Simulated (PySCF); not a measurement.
Species: C5H8N (doublet state).
Cartesian coordinates in Å at the PBE0-D3(BJ)/def2-SVP level; atoms count from 1:
```
atom  x, y, z in Å
C1    -1.018    1.108    0.623
C2    -0.353    0.306   -0.443
C3    -0.851   -1.134   -0.481
C4     1.192    0.362   -0.310
C5     1.680   -0.244    0.924
N6     2.042   -0.736    1.907
H7    -1.369    0.629    1.541
H8    -1.020    2.200    0.578
H9    -0.564    0.780   -1.419
H10   -0.380   -1.701   -1.299
H11   -1.940   -1.164   -0.628
H12   -0.623   -1.653    0.464
H13    1.540    1.407   -0.341
H14    1.664   -0.160   -1.159
```

The hyperfine couplings belong to this conformer and change with its torsions.

As a line formula: `C(#N)C[C@@H](C)[CH2]` [radical].

Theory: UKS B3LYP, IGLO-III on C N, pcH-1 on H, non-relativistic, mean-field spin-orbit, GIAO (PySCF 2.14.0). Isolated species at its PBE0-D3(BJ)/def2-SVP geometry (one conformer only). No stability test was run, so a lower SCF solution isn't excluded.

Problem. The isotropic 13C couplings are +94.7, +87.3, -27.7, +9.5, -3.0 MHz. Assign them to C1; C2; C3; C4; C5.

Solution. 
```
site  a_iso (MHz)  ρ(0) (bohr⁻³)                 position  distance from C1 (Å)  spin population  largest |T| (MHz)
  C1        +94.7        +0.0843  largest spin population                  0.00            +1.10              158.5
  C2        -27.7        -0.0246           1 bond from C1                  1.49            -0.08                2.2
  C3         +9.5        +0.0085          2 bonds from C1                  2.50            +0.01                3.1
  C4        +87.3        +0.0777          2 bonds from C1                  2.51            +0.03                9.9
  C5         -3.0        -0.0027          3 bonds from C1                  3.03             0.00                1.5
```

ρ(0) is the spin density at the nucleus and T the dipolar tensor; entries for several nuclei are means. Largest spin populations (Mulliken): C1 (+1.10) and C2 (-0.08). C1 is the only atom above +0.15. The angles at C1 add up to 359.3°, so it is planar; its axial dipolar tensor and the negative couplings of its protons fit spin in a p orbital normal to that plane.

Means are taken over nuclei equivalent by connectivity, which assumes that they swap fast.

On an x86-64 server with one thread, shared host, this took 47 s.
